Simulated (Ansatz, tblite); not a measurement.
**(HBe-mu-H)2 (Be₂H₄): a ladder of methods and basis sets**

One table from this session's results is given with a row withheld; the runs are named, their logs left out.

Program: Ansatz 0.2.0, Gaussian basis. Level of theory: as each input shows. These are calculated values, not measurements.

Levels to be run: GFN1-xTB, GFN2-xTB, PBE-D4/def2-TZVP, r2SCAN-D4/def2-TZVP, LDA/def2-TZVP, ωB97X-V/def2-TZVP, B3LYP-D4/def2-TZVP, r2SCANh-D4/def2-TZVP, PBE-QIDH/def2-TZVP, BLYP-D4/def2-TZVP, HSE06-D4/def2-TZVP, PBE-D4/def2-SVP, PBE0-D4/def2-SVP, HF/STO-3G, PBE0-D4/def2-TZVPD, PBE-D4/def2-TZVPD, r2SCAN-D4/def2-TZVPD, CCSD(T)/def2-TZVPP, MP2/def2-TZVP, RPA/def2-TZVP, CCSD(T)/def2-TZVPD.

## The relaxed structure

The geometry is that of the singlet, from an earlier relaxation (PBE-D4/def2-TZVP).

6 atoms, charge 0, spin multiplicity 1.

Bond lengths: Be1–H2 1.340 Å, Be1–H3 1.486 Å, Be1–Be4 2.016 Å, Be1–H6 1.487 Å, H3–Be4 1.487 Å, Be4–H5 1.340 Å, Be4–H6 1.486 Å. Angles: H2–Be1–H3 132.8°, H2–Be1–Be4 179.8°, H2–Be1–H6 132.6°, H3–Be1–Be4 47.3°, H3–Be1–H6 94.6°, Be4–Be1–H6 47.3°, Be1–H3–Be4 85.4°, Be1–Be4–H3 47.3°, Be1–Be4–H5 179.8°, Be1–Be4–H6 47.3°, H3–Be4–H5 132.6°, H3–Be4–H6 94.6°, H5–Be4–H6 132.8°, Be1–H6–Be4 85.4°.

As a file:

```
Be   -0.45808    0.89373    0.08409
H    -1.06418    2.08315    0.19992
H    -0.96666   -0.50243    0.08239
Be    0.45792   -0.89365   -0.08559
H     1.06467   -2.08335   -0.19502
H     0.96633    0.50255   -0.08579
```

PBE0-D4/def2-TZVP was run before; its log isn't repeated, and its numbers join the tables.

The first run:

Tight binding, by tblite at 300 K electronic temperature and without a spin-polarisation term:

```python
tblite.interface.Calculator('GFN1-xTB', numbers, positions, charge=0, uhf=0).singlepoint()
```

Tight binding, by tblite at 300 K electronic temperature and without a spin-polarisation term:

```python
tblite.interface.Calculator('GFN2-xTB', numbers, positions, charge=0, uhf=0).singlepoint()
```

start.molden holds the orbitals of an earlier run on this state, given as this run's starting guess.

Contents of in.yaml:

```yaml
crystal:
  periodic: [false, false, false]
  atoms:
    - {symbol: Be, position_ang: [-0.458084, 0.893730, 0.084094]}
    - {symbol: H, position_ang: [-1.064177, 2.083149, 0.199925]}
    - {symbol: H, position_ang: [-0.966664, -0.502425, 0.082388]}
    - {symbol: Be, position_ang: [0.457922, -0.893655, -0.085592]}
    - {symbol: H, position_ang: [1.064673, -2.083348, -0.195024]}
    - {symbol: H, position_ang: [0.966329, 0.502549, -0.085792]}
basis:
  gaussian: {orbitals: def2-TZVP, initial_orbitals: start.molden}
hamiltonian: {xc: pbe, dispersion: d4}
scf: {omitted_lower_state_checks: [starts]}
output: {orbitals: {seedname: orbitals}}
```

Run with:

```bash
ansatz run in.yaml --threads 4 --pin off --events-out ev --progress --plain --max-ram 3916MiB
```

Steps of the session up to this table: PBE-D4/def2-TZVP; r2SCAN-D4/def2-TZVP; LDA/def2-TZVP; ωB97X-V/def2-TZVP; B3LYP-D4/def2-TZVP; r2SCANh-D4/def2-TZVP; PBE-QIDH/def2-TZVP; BLYP-D4/def2-TZVP; HSE06-D4/def2-TZVP; PBE-D4/def2-SVP; PBE0-D4/def2-SVP; HF/STO-3G; PBE0-D4/def2-TZVPD; PBE-D4/def2-TZVPD; r2SCAN-D4/def2-TZVPD; CCSD(T)/def2-TZVPP; MP2/def2-TZVP; RPA/def2-TZVP; CCSD(T)/def2-TZVPD.

One of the session's tables, all rows but one given; the rest of the session is left out.

| level | HOMO (eV) | gap (eV) |
| --- | --- | --- |
| HF/STO-3G | -11.41 | 14.50 |
| LDA/def2-TZVP | -7.43 | 3.87 |
| PBE-D4/def2-SVP | -7.36 | 4.09 |
| PBE-D4/def2-TZVP | -7.41 | 4.14 |
| PBE-D4/def2-TZVPD | -7.42 | 4.14 |
| BLYP-D4/def2-TZVP | ? | ? |
| r2SCAN-D4/def2-TZVP | -7.72 | 4.86 |
| r2SCAN-D4/def2-TZVPD | -7.73 | 4.86 |
| r2SCANh-D4/def2-TZVP | -8.21 | 5.63 |
| B3LYP-D4/def2-TZVP | -8.56 | 5.95 |
| PBE0-D4/def2-SVP | -8.71 | 6.28 |
| PBE0-D4/def2-TZVP | -8.75 | 6.34 |
| PBE0-D4/def2-TZVPD | -8.76 | 6.33 |
| HSE06-D4/def2-TZVP | -8.34 | 5.56 |
| ωB97X-V/def2-TZVP | -11.30 | 10.93 |

Q: Estimate the row for BLYP-D4/def2-TZVP from the others.

The run gave: HOMO (eV): -7.33; gap (eV): 4.21. In the column «HOMO (eV)» it is the highest.
